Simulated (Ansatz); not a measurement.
**Methylamine (CH₅N): taking an electron away**

Aim: the vertical ionisation energy of methylamine (CH₅N), as cation minus neutral at the neutral's geometry, on several levels, and how well −ε(HOMO) stands in for it.

Program: Ansatz 0.2.0, Gaussian basis. Level of theory: unrestricted cation, the program's frozen cores in correlated methods. These are calculated values, not measurements.

Levels to be run: UKS PBE-D4/def2-TZVPP; UKS r2SCAN-D4/def2-TZVPP; UKS PBE0-D4/def2-TZVPP; UKS B3LYP-D4/def2-TZVPP; UKS wB97X-V/def2-TZVPP; UKS wB97M-V/def2-TZVPP; UKS B2PLYP/def2-TZVPP; UHF-CCSD(T)/def2-TZVPP; UHF-MP2/def2-QZVPP; extrapolation to the limit; then −ε(HOMO) from the neutral's earlier runs with LDA (SPW92), PBE-D4, revPBE-D4, BLYP-D4, r2SCAN-D4, B97M-V, PBE0-D4, B3LYP-D4, r2SCANh-D4, r2SCAN0-D4, HSE06-D4, BHLYP-D4, CAM-B3LYP-D4, LC-ωPBE, ωB97X-V, ωB97M-V.

2 further runs of the same task are left out: 2 that didn't finish.

### Step 1. Structure used throughout

All runs share one geometry, relaxed beforehand with PBE0-D4 in a triple-zeta def2 set.

SMILES `CN`, 7 atoms, charge 0, spin multiplicity 1.

Atoms are counted from 1 here; the program's logs count them from 0.

Bond lengths: C1–N2 1.453 Å, C1–H3 1.100 Å, C1–H4 1.092 Å, C1–H5 1.092 Å, N2–H6 1.012 Å, N2–H7 1.012 Å. Angles: N2–C1–H3 115.4°, N2–C1–H4 109.4°, N2–C1–H5 109.4°, H3–C1–H4 107.7°, H3–C1–H5 107.7°, H4–C1–H5 106.9°, C1–N2–H6 110.6°, C1–N2–H7 110.6°, H6–N2–H7 106.7°.

### Step 2. Cation, UKS PBE-D4/def2-TZVPP

in.yaml

```yaml
crystal:
  periodic: [false, false, false]
  atoms:
    - {symbol: C, position_ang: [-0.473792, -0.138414, -0.281476]}
    - {symbol: N, position_ang: [0.801602, 0.390940, 0.170483]}
    - {symbol: H, position_ang: [-0.984446, -0.806354, 0.427507]}
    - {symbol: H, position_ang: [-0.327168, -0.690688, -1.212464]}
    - {symbol: H, position_ang: [-1.150545, 0.689292, -0.505452]}
    - {symbol: H, position_ang: [1.448009, -0.360593, 0.373534]}
    - {symbol: H, position_ang: [0.686340, 0.915816, 1.027857]}
basis:
  gaussian: {orbitals: def2-TZVPP}
total_charge: 1
magnetization: {spin_polarized: true, initial_magnetization: 1}
hamiltonian: {xc: pbe, dispersion: d4}
```

The runs that follow: Cation, UKS r2SCAN-D4/def2-TZVPP; Cation, UKS PBE0-D4/def2-TZVPP; Cation, UKS B3LYP-D4/def2-TZVPP; Cation, UKS wB97X-V/def2-TZVPP; Cation, UKS wB97M-V/def2-TZVPP; Cation, UKS B2PLYP (frozen core)/def2-TZVPP; Cation, UHF-CCSD(T)/def2-TZVPP; Cation, UHF-MP2/def2-QZVPP.

Q: Predict the results of all the runs planned. Wanted: ionisation energy, CCSD(T)/CBS; nearest functional by difference; nearest −ε(HOMO); −ε(HOMO) of PBE; T1 of the cation.

As calculated:

| quantity | value |
| --- | --- |
| ionisation energy, CCSD(T)/CBS | 9.81 eV |
| nearest functional by difference | ωB97M-V (-0.18 eV) |
| nearest −ε(HOMO) | LC-ωPBE (-0.14 eV) |
| −ε(HOMO) of PBE | 5.27 eV |
| T1 of the cation | 0.022 |

By cation minus neutral, the functionals miss by 0.41 eV at most. The PBE orbital energy is 4.5 eV too small: a semilocal HOMO is no ionisation energy. Among orbital estimates LC-ωPBE comes nearest. Hartree-Fock falls 1.47 eV short, as the neutral has more correlation energy than the cation. The cation may have settled in a state other than its lowest; no search over hole states beyond the program's own was made.
